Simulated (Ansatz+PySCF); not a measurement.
Values are calculated unless marked as measured or tabulated.
Input for PySCF 2.14.0:

```python
from pyscf import gto, scf, mp

mol = gto.M(atom="""
C 0.000000 0.264810 0.000000
H 1.053430 0.516670 0.000000
H -0.526630 0.517020 0.912250
H -0.526630 0.517020 -0.912250
H -0.000260 -1.117770 0.000000
H 0.000080 -2.021830 0.000000
""", basis='cc-pvtz', charge=0, spin=1)
mf = scf.UHF(mol)
mf.kernel()
pt = mp.MP2(mf, frozen=1).run()
print(mf.e_tot, pt.e_corr, pt.e_tot)
```

The script is written out from the run's settings.

Output:

- Converged: yes
- Reference energy: -40.67559 hartree
- Correlation energy: -0.20415 hartree
- Total energy: -40.87974 hartree
- Spin squared of the determinant: 0.789
